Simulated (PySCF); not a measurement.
These 2 structures share the formula [C3H5O3]- (charge -1). Method: PBE0-D3(BJ)/def2-SVP geometry optimisation, gas phase in PySCF. Energies are electronic, without zero-point or thermal terms, for one conformer each. No frequencies were run at this level. Point groups hold within 0.08 Å.

Question: Rank from lowest to highest electronic energy at this level (kcal/mol).
A. `[CH3:1][O:2][CH2:3][C:4](=[O:5])[O-:6]` (charge -1) with C1–O2–C3–C4 64°, O2–C3–C4–O5 179° (methoxyacetate)
B. `[CH3:1][CH2:2][O:3][C:4](=[O:5])[O-:6]` (charge -1) with C1–C2–O3–C4 -80°, C2–O3–C4–O5 -2°

Answer: B (0.0), A (22.3).

```
      SMILES      E (Eh)  E rel (kcal/mol)  dipole about centre of mass (D)  point group     A, B, C (MHz)
CCOC(=O)[O-]  -342.43657               0.0                             4.94           C1  7829, 2557, 2233
COCC(=O)[O-]  -342.40099              22.3                             4.85           C1  7685, 2547, 2113
```

How do the relative energies change in single points at PBE0/pcSseg-1 (no added dispersion term) on the same geometries?

| SMILES | PBE0-D3(BJ)/def2-SVP (kcal/mol) | PBE0/pcSseg-1 (kcal/mol) | shift |
| --- | --- | --- | --- |
| CCOC(=O)[O-] | 0.0 | 0.0 | 0.0 |
| COCC(=O)[O-] | 22.3 | 21.5 | -0.8 |

Each column counts from its own lowest isomer. The order is unchanged; the largest shift is 0.8 kcal/mol.
